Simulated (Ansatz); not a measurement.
A made-up structure of Si$_{2}$H$_{4}$Cl (charge -1), closed shell:

```
atom    x (Å)    y (Å)    z (Å)
 Si1  -0.5659   0.3037  -0.2493
 Si2   1.1769  -0.6910  -0.5757
 Cl3   0.5635  -1.8998   1.2853
  H4  -1.7301  -0.6362  -0.6697
  H5  -0.3546   1.4396  -1.1875
  H6  -0.9983   0.9189   1.1859
  H7   1.9085   0.5648   0.2110
```

It is relaxed with PBE-D4/def2-SVPD and then PBE0-D4/def2-TZVPD (Ansatz 0.2.0). Atoms count as bonded within 1.22 times the sum of their covalent radii (H–H: 0.88 Å). The end point is not checked to be a true minimum.

Task: Does its bonding change? (Judge from chemistry; the calculation decides.)

Result: By the calculation: No: no bond forms or breaks.

Where it ends: The first stage lowers the energy by 1.25 eV in 7 steps. It ends as Si₂H₄Cl ([SiH3][SiH][Cl]), total charge -1:
```tsv
atom	x (Å)	y (Å)	z (Å)
Si1	-0.6873	0.3949	-0.3024
Si2	1.3508	-0.8187	-0.4192
Cl3	0.9689	-2.0702	1.3846
H4	-1.8954	-0.3873	-0.7466
H5	-0.6738	1.5698	-1.2518
H6	-1.1307	0.9963	1.0068
H7	2.0674	0.3152	0.3287
```

Labels in which every atom is bracketed show which atoms are joined, not bond orders.

For scale, one of the runs: PBE0-D4/def2-TZVPD relaxation, 168 basis functions, launched by `ansatz run in.yaml --threads 2 --pin off --events-out ev --progress --plain --max-ram 4352MiB`. Hardware: 2 CPU threads of an Arm Neoverse V2, shared host. Wall time about 28 s.
